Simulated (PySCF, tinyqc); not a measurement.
Worked calculation: CCSD on RHF in the sto-6g basis, for BH, spin multiplicity 1. The lowest restricted solution is unstable here: a spin-polarised one lies 0.0138 hartree lower (PySCF). One step of it, computed by the program tinyqc.

Task: CCSD: starting amplitudes. t_ij^ab = <ij||ab> / (e_i + e_j - e_a - e_b), whose energy is MP2.

orbital energies (hartree): MO1 -7.484789, MO2 -0.460524, MO3 -0.227031, MO4 0.239758, MO5 0.239758, MO6 0.332551

Two-electron integrals over orbitals (pq|rs), unique and non-zero (hartree):
```
(11|11) 2.904697    (21|11) -0.303338   (21|21) 0.051303    (22|11) 0.674624
(22|21) -0.014754   (22|22) 0.472455    (31|11) 0.128303    (31|21) -0.021021
(31|22) 0.009477    (31|31) 0.016932    (32|11) -0.139016   (32|21) 0.007390
(32|22) -0.018466   (32|31) 0.007879    (32|32) 0.113671    (33|11) 0.523350
(33|21) -0.007049   (33|22) 0.420910    (33|31) -0.002139   (33|32) 0.012017
(33|33) 0.466720    (41|41) 0.021946    (42|41) 0.024995    (42|42) 0.093557
(43|41) -0.010510   (43|42) -0.035995   (43|43) 0.028492    (44|11) 0.743138
(44|21) -0.010421   (44|22) 0.491003    (44|31) 0.004052    (44|32) -0.076331
(44|33) 0.403849    (44|44) 0.587109    (51|51) 0.021946    (52|51) 0.024995
(52|52) 0.093557    (53|51) -0.010510   (53|52) -0.035995   (53|53) 0.028492
(54|54) 0.031641    (55|11) 0.743138    (55|21) -0.010421   (55|22) 0.491003
(55|31) 0.004052    (55|32) -0.076331   (55|33) 0.403849    (55|44) 0.523827
(55|55) 0.587109    (61|11) -0.086637   (61|21) 0.015878    (61|22) 0.000157
(61|31) 0.004560    (61|32) 0.016256    (61|33) -0.008509   (61|44) -0.002869
(61|55) -0.002869   (61|61) 0.019651    (62|11) 0.129678    (62|21) -0.003510
(62|22) 0.056718    (62|31) 0.012972    (62|32) -0.001251   (62|33) -0.027453
(62|44) 0.071897    (62|55) 0.071897    (62|61) 0.013895    (62|62) 0.085023
(63|11) 0.191097    (63|21) -0.003791   (63|22) 0.055262    (63|31) -0.003220
(63|32) -0.111177   (63|33) -0.016607   (63|44) 0.108786    (63|55) 0.108786
(63|61) -0.007418   (63|62) 0.052704    (63|63) 0.159013    (64|41) 0.006668
(64|42) 0.025141    (64|43) 0.006123    (64|64) 0.025241    (65|51) 0.006668
(65|52) 0.025141    (65|53) 0.006123    (65|65) 0.025241    (66|11) 0.599953
(66|21) -0.007658   (66|22) 0.459681    (66|31) 0.010293    (66|32) 0.046025
(66|33) 0.464782    (66|44) 0.435435    (66|55) 0.435435    (66|61) 0.007286
(66|62) 0.026450    (66|63) -0.019962   (66|66) 0.519244
```

Give: Starting amplitudes; correlation energy.

Result:

Starting amplitudes (spin orbitals 1a, 1b, ...; amplitudes related by a flip of all spins are not repeated):
```
from      to        t
3a 3b  6a 6b  -0.1421
2a 2b  5a 5b  -0.0668
2a 2b  4a 4b  -0.0668
2a 2b  6a 6b  -0.0536
2a 3b  6a 6b  -0.0390
2a 3b  5a 5b   0.0308
2a 3b  4a 4b   0.0308
3a 3b  5a 5b  -0.0305
3a 3b  4a 4b  -0.0305
1a 2b  5a 5b  -0.0030
1a 2b  4a 4b  -0.0030
1a 2b  6a 6b  -0.0016
1a 1b  5a 5b  -0.0014
1a 1b  4a 4b  -0.0014
1a 3b  5a 5b   0.0013
1a 3b  4a 4b   0.0013
1a 1b  6a 6b  -0.0013
1a 3b  6a 6b   0.0009
```

correlation energy = -0.050432 hartree
